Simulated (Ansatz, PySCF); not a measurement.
System: propene, C₃H₆, charge 0, multiplicity 1. 
Coordinates optimised at B3LYP-D3(BJ)/def2-TZVP (Ansatz, a quantum-chemistry and plane-wave program):
```
C
C 1 1.3267
H 2 1.0824 1 121.67
H 2 1.0845 3 116.84 1 180.00
H 1 1.0871 2 118.81 3 0.00
C 1 1.4957 5 116.00 2 180.00
H 6 1.0909 1 111.47 5 -180.00
H 6 1.0939 7 108.29 1 -122.37
H 6 1.0939 7 108.29 8 -115.25
```
Charge 0, spin multiplicity 1.

Property: atomisation energy (electronic, to ground-state atoms), in kJ/mol. Valence correlation only, unless marked. Open shells are spin-unrestricted. No spin-orbit coupling. Non-relativistic. The coupled-cluster limit lacks core correlation, which all-electron functionals hold. Basis-set limits of correlation are two-point, X^-3; Hartree-Fock from the larger set. The bracket is a focal-point correction in the basis named.

```tsv
level	program	atomisation energy (kJ/mol)	minus last row
HF/STO-3G	Ansatz	3320.0	-277.4
BP86-D3(BJ)/def2-TZVPD	PySCF + dftd3	3709.2	111.8
M06-L-D4/def2-TZVPD	PySCF + dftd4	3589.8	-7.6
PBE0/STO-3G	Ansatz	4278.2	680.8
TPSSh/def2-TZVPD	PySCF	3611.5	14.1
CAM-B3LYP/def2-TZVPD	Ansatz	3603.9	6.5
wB97M-V/def2-TZVPD	Ansatz	3600.3	2.9
SCS-MP2/cc-pVDZ	Ansatz	3371.0	-226.4
CCSD/cc-pVTZ	Ansatz	3478.3	-119.1
RI-MP2/CBS(aug-cc-pVTZ,aug-cc-pVQZ)+[CCSD(T)-MP2]/aug-cc-pVTZ	Ansatz	3597.4	0.0
```
